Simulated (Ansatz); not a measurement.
Geometry optimisation, RHF/def2-TZVP in Ansatz 0.2.0.

The input (input.yaml):

```yaml
crystal:
  periodic: [false, false, false]
  atoms:
    - { symbol: B, position_ang: [0.303465, 0.0, 0.125542] }
    - { symbol: F, position_ang: [0.368516, 0.0, 1.432727] }
    - { symbol: H, position_ang: [1.335365, 0.0, -0.461919] }
    - { symbol: H, position_ang: [-0.771045, 0.0, -0.38265] }
basis:
  gaussian: { orbitals: def2-TZVP }
hamiltonian:
  xc: hf
relax:
  f_tol: 0.03
  max_steps: 50
```

Command:

```bash
$ ansatz run input.yaml --threads 1 --pin off --max-ram 2048MiB --backend cpu --events-out ev --progress --plain --runs-dir out
```

Q: Where does it end, and by what steps?

A: It converged. After 2 steps the energy has fallen by 0.002 eV; H3 moved furthest, 0.01 Å.

```json
{"step": "0", "energy less start (eV)": "0.0000", "largest force component (eV/Å)": "0.241", "accepted": "yes"}
{"step": "1", "energy less start (eV)": "-0.0019", "largest force component (eV/Å)": "0.119", "accepted": "yes"}
{"step": "2", "energy less start (eV)": "-0.0022", "largest force component (eV/Å)": "0.007", "accepted": "yes"}
```

```xyz
4
Properties=species:S:1:pos:R:3
B 0.307 0.000 0.133
F 0.362 0.000 1.439
H 1.331 0.000 -0.473
H -0.764 0.000 -0.385
```

Time of the run: 1.2 s on 1 thread of Arm Neoverse V1 (shared host), peak memory 0.098 GiB.
